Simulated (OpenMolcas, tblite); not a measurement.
# A ladder of methods for AlSiH4Cl (SMILES [SiH3][AlH][Cl])

The species is AlSiH4Cl (7 atoms), meant as a singlet with charge 0. As SMILES, `[SiH3][AlH][Cl]`. The shape is that of a PBE0-D4/def2-TZVP optimisation.

Each level gives the dipole moment (D). The values are calculated.

```json
{"level": "GFN2-xTB", "kind": "semi-empirical", "program": "tblite", "value (D)": "1.44", "CPU time": "under 2 s"}
{"level": "HF/aug-cc-pVDZ", "kind": "Hartree–Fock", "program": "OpenMolcas", "value (D)": "1.55", "CPU time": "26 s"}
{"level": "SVWN5/aug-cc-pVDZ", "kind": "LDA", "program": "OpenMolcas", "value (D)": "1.34", "CPU time": "54 s"}
{"level": "revPBE/aug-cc-pVDZ", "kind": "GGA", "program": "OpenMolcas", "value (D)": "1.28", "CPU time": "72 s"}
{"level": "r2SCAN/aug-cc-pVDZ", "kind": "meta-GGA", "program": "OpenMolcas", "value (D)": "1.32", "CPU time": "86 s"}
{"level": "B3LYP/aug-cc-pVDZ", "kind": "global hybrid", "program": "OpenMolcas", "value (D)": "1.38", "CPU time": "76 s"}
{"level": "M06-2X/aug-cc-pVDZ", "kind": "hybrid meta-GGA", "program": "OpenMolcas", "value (D)": "1.44", "CPU time": "88 s"}
```

The values span 1.28 to 1.55 D. Magnitudes only. Times are those of the runs behind each value, whatever else they computed, on shared processors of several kinds: orders of magnitude only.
